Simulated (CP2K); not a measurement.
# BOF (fluoro(oxo)borane): HF/STO-3G

What is the vertical singlet–triplet gap of BOF (fluoro(oxo)borane) at HF/STO-3G? 

The calculation is run with CP2K 2026.2.

6 further runs of the same task are left out: 3 that didn't finish, 3 set aside as unsound or not needed.

### 1 The molecule

The species is BOF (3 atoms), meant as a singlet with charge 0. As SMILES, `O=BF`. The coordinates come from a PBE0-D4/def2-TZVP relaxation.

Bond lengths: O1–B2 1.206 Å, B2–F3 1.282 Å. Angles: O1–B2–F3 180.0°.

### 2 A single-point energy at HF/STO-3G

The input, mol.inp:

```
&GLOBAL
  PROJECT mol
  RUN_TYPE ENERGY
  PRINT_LEVEL MEDIUM
&END GLOBAL

&FORCE_EVAL
  METHOD QUICKSTEP
  &DFT
    BASIS_SET_FILE_NAME ./sto_3g.basis
    POTENTIAL_FILE_NAME POTENTIAL
    &QS
      METHOD GAPW
      EPS_DEFAULT 1.0E-10
    &END QS
    &MGRID
      CUTOFF 280
      REL_CUTOFF 50
      NGRIDS 4
    &END MGRID
    &POISSON
      PERIODIC NONE
      POISSON_SOLVER MULTIPOLE
    &END POISSON
    &SCF
      SCF_GUESS ATOMIC
      EPS_SCF 1.0E-07
      MAX_SCF 100
      ADDED_MOS 10
      &DIAGONALIZATION
        ALGORITHM STANDARD
      &END DIAGONALIZATION
      &MIXING
        METHOD DIRECT_P_MIXING
        ALPHA 0.4
      &END MIXING
    &END SCF
    &XC
      &XC_FUNCTIONAL NONE
      &END XC_FUNCTIONAL
      &HF
        FRACTION 1
        &SCREENING
          EPS_SCHWARZ 1.0E-10
        &END SCREENING
        &MEMORY
          MAX_MEMORY 1050
        &END MEMORY
      &END HF
    &END XC
    &PRINT
      &MOMENTS
        PERIODIC F
        REFERENCE COM
        MAX_MOMENT 1
      &END MOMENTS
      &MO ON
        ENERGIES T
        OCCUPATION_NUMBERS T
        NDIGITS 6
        &EACH
          QS_SCF 0
        &END EACH
        ADD_LAST NUMERIC
      &END MO
      &LOWDIN ON
      &END LOWDIN
      &HIRSHFELD OFF
      &END HIRSHFELD
    &END PRINT
  &END DFT
  &SUBSYS
    &CELL
      ABC 9 8.1 8
      PERIODIC NONE
    &END CELL
    &COORD
      O      0.983100    -0.565100     0.479900
      B      0.020300    -0.011600     0.009900
      F     -1.003400     0.576800    -0.489800
    &END COORD
    &TOPOLOGY
      &CENTER_COORDINATES
      &END CENTER_COORDINATES
    &END TOPOLOGY
    &KIND O
      BASIS_SET STO-3G
      POTENTIAL ALL
      LEBEDEV_GRID 194
      RADIAL_GRID 100
    &END KIND
    &KIND B
      BASIS_SET STO-3G
      POTENTIAL ALL
      LEBEDEV_GRID 194
      RADIAL_GRID 100
    &END KIND
    &KIND F
      BASIS_SET STO-3G
      POTENTIAL ALL
      LEBEDEV_GRID 194
      RADIAL_GRID 100
    &END KIND
  &END SUBSYS
&END FORCE_EVAL
```

On the command line:

```sh
OMP_NUM_THREADS=1 cp2k.psmp -i mol.inp > mol.out 2>&1
```

Standard output:

```text
CP2K| version string:                                       CP2K version 2026.2
[...]
 GLOBAL| Method name                                                        CP2K
[...]
 GLOBAL| Run type                                                         ENERGY
[...]
 *** WARNING in qs_environment.F:2210 :: More added MOs requested than     ***
 *** available. The full set of unoccupied MOs will be used. Use           ***
 *** 'ADDED_MOS -1' to always use all available MOs and to get rid of this ***
[...]
 DFT| Spin restricted Kohn-Sham (RKS) calculation                            RKS
 DFT| Multiplicity                                                             1
[...]
 DFT| Charge                                                                   0
[...]
 QS| Method:                                                                GAPW
[...]
 QS| Density cutoff [a.u.]:                                                140.0
[...]
 QS| Relative density cutoff [a.u.]:                                        25.0
[...]
                             - Atoms:                                          3
[...]
                             - Spherical basis functions:                     15
[...]
 Number of electrons:                                                         22
[...]
     1 P_Mix/Diag. 0.40E+00    0.5     1.65393143      -196.2427638636 -1.96E+02
[...]
    18 DIIS/Diag.  0.68E-07    0.1     0.00000003      -196.3298730733 -8.53E-14
  *** SCF run converged in    18 steps ***
[...]
  Overlap energy of the core charge distribution:               0.00010063930788
  Self energy of the core charge distribution:               -193.72584772147366
  Core Hamiltonian energy:                                    -15.49587638620396
  Hartree energy:                                              31.42715154777655
  Exchange-correlation energy:                                  0.00000000000000
  Hartree-Fock Exchange energy:                               -22.50224833597238
[...]
                     Mulliken Population Analysis
 #  Atom  Element  Kind  Atomic population                           Net charge
       1     O        1          8.322296                             -0.322296
       2     B        2          4.510404                              0.489596
       3     F        3          9.167300                             -0.167300
 # Total charge                             22.000000                  0.000000
[...]
  Dipole moment [Debye]
    X= -0.1213705E+01 Y=  0.6988850E+00 Z= -0.5935029E+00  Total=      1.5211071
 ENERGY| Total FORCE_EVAL ( QS ) energy [hartree]           -196.329873073275337
[...]
```

Wall time 3.3 s (1 thread of Arm Neoverse V1, shared host); peak memory 0.35 GiB.

### 3 The triplet, same level

The input, molecule.xyz:

```xyz
3

O      0.983100    -0.565100     0.479900
B      0.020300    -0.011600     0.009900
F     -1.003400     0.576800    -0.489800
```

The input, gas.inp:

```
&GLOBAL
 PROJECT gas
 RUN_TYPE ENERGY
 PRINT_LEVEL MEDIUM
&END GLOBAL

&FORCE_EVAL
 METHOD QUICKSTEP
 &DFT
  BASIS_SET_FILE_NAME ./sto_3g.basis
  POTENTIAL_FILE_NAME POTENTIAL
  MULTIPLICITY 3
  UKS T
  # Quickstep
  &QS
   METHOD GAPW
   EPS_DEFAULT 1.0E-10
  &END QS
  # real-space grids
  &MGRID
   CUTOFF 280
   REL_CUTOFF 50
   NGRIDS 4
  &END MGRID
  &POISSON
   PERIODIC NONE
   POISSON_SOLVER MULTIPOLE
  &END POISSON
  &SCF
   SCF_GUESS ATOMIC
   EPS_SCF 1.0E-06
   MAX_SCF 40
   &OT
    MINIMIZER DIIS
    PRECONDITIONER FULL_SINGLE_INVERSE
   &END OT
   &OUTER_SCF
    EPS_SCF 1.0E-06
    MAX_SCF 10
   &END OUTER_SCF
  &END SCF
  &XC
   &XC_FUNCTIONAL NONE
   &END XC_FUNCTIONAL
   # exact exchange
   &HF
    FRACTION 1
    &SCREENING
     EPS_SCHWARZ 1.0E-10
    &END SCREENING
    &MEMORY
     MAX_MEMORY 1050
    &END MEMORY
   &END HF
  &END XC
  # extra output
  &PRINT
   &MOMENTS
    PERIODIC F
    REFERENCE COM
    MAX_MOMENT 1
   &END MOMENTS
   &MO_CUBES
    NLUMO 3
    NHOMO -1
    WRITE_CUBE F
   &END MO_CUBES
   &LOWDIN ON
   &END LOWDIN
   &HIRSHFELD OFF
   &END HIRSHFELD
   &MO_MOLDEN ON
    NDIGITS 8
    NLUMO 3
   &END MO_MOLDEN
  &END PRINT
 &END DFT
 # atoms, cell and kinds
 &SUBSYS
  # box in angstrom
  &CELL
   ABC 9 8.1 8
   PERIODIC NONE
  &END CELL
  &TOPOLOGY
   COORD_FILE_NAME molecule.xyz
   COORD_FILE_FORMAT XYZ
   &CENTER_COORDINATES
   &END CENTER_COORDINATES
  &END TOPOLOGY
  &KIND O
   BASIS_SET STO-3G
   POTENTIAL ALL
   LEBEDEV_GRID 194
   RADIAL_GRID 100
  &END KIND
  &KIND B
   BASIS_SET STO-3G
   POTENTIAL ALL
   LEBEDEV_GRID 194
   RADIAL_GRID 100
  &END KIND
  &KIND F
   BASIS_SET STO-3G
   POTENTIAL ALL
   LEBEDEV_GRID 194
   RADIAL_GRID 100
  &END KIND
 &END SUBSYS
&END FORCE_EVAL
```

On the command line:

```sh
OMP_NUM_THREADS=1 cp2k.psmp -i gas.inp -o gas.out
```

Standard output:

```text
CP2K| version string:                                       CP2K version 2026.2
[...]
 GLOBAL| Method name                                                        CP2K
[...]
 GLOBAL| Run type                                                         ENERGY
[...]
 DFT| Spin unrestricted (spin-polarized) Kohn-Sham calculation               UKS
 DFT| Multiplicity                                                             3
[...]
 DFT| Charge                                                                   0
[...]
 QS| Method:                                                                GAPW
[...]
 QS| Density cutoff [a.u.]:                                                140.0
[...]
 QS| Relative density cutoff [a.u.]:                                        25.0
[...]
                             - Atoms:                                          3
[...]
                             - Spherical basis functions:                     15
[...]
 Number of electrons:                                                         12
[...]
     1 OT DIIS     0.80E-01    0.5     0.83213160      -180.3211336368 -1.80E+02
[...]
    14 OT DIIS     0.80E-01    0.2     0.00000092      -196.0794574830 -6.31E-11
  *** SCF run converged in    14 steps ***
[...]
  Overlap energy of the core charge distribution:               0.00010063930788
  Self energy of the core charge distribution:               -193.72584772147366
  Core Hamiltonian energy:                                    -15.06892998824342
  Hartree energy:                                              31.31104914298552
  Exchange-correlation energy:                                  0.00000000000000
  Hartree-Fock Exchange energy:                               -22.61104643511714
[...]
                     Mulliken Population Analysis
 #  Atom  Element  Kind  Atomic population (alpha,beta) Net charge  Spin moment
       1     O        1         4.578171     3.576509    -0.154680     1.001662
       2     B        2         2.826902     1.865409     0.307688     0.961493
       3     F        3         4.594927     4.558082    -0.153009     0.036845
 # Total charge and spin       12.000000    10.000000    -0.000000     2.000000
[...]
  Dipole moment [Debye]
    X=  0.2800182E-01 Y= -0.1619329E-01 Z=  0.1370782E-01  Total=      0.0351316
[...]
 HOMO - LUMO gap [eV] :   16.368764
 ENERGY| Total FORCE_EVAL ( QS ) energy [hartree]           -196.079457482962624
[...]
```

Run time: 46 s. Hardware: 1 thread of Arm Neoverse V1, shared host; peak memory 0.36 GiB.

### 4 Summary of results

At HF/STO-3G:

```
                                        quantity          value
                           singlet: total energy  -196.32987 Eh
                          singlet: dipole moment         1.52 D
                            singlet: HOMO energy      -10.65 eV
                            singlet: LUMO energy       10.59 eV
                          singlet: HOMO–LUMO gap       21.23 eV
                           triplet: total energy  -196.07946 Eh
                          triplet: dipole moment         0.04 D
     triplet: HOMO energy (highest over α and β)       -2.48 eV
      triplet: LUMO energy (lowest over α and β)        4.56 eV
                                   triplet: ⟨S²⟩          2.009
vertical energy of the triplet above the singlet       6.814 eV
```

What this shows: At this shape the triplet lies 6.81 eV (157 kcal/mol) above the singlet. In a minimal basis such a difference can be off by several eV, whatever the method.
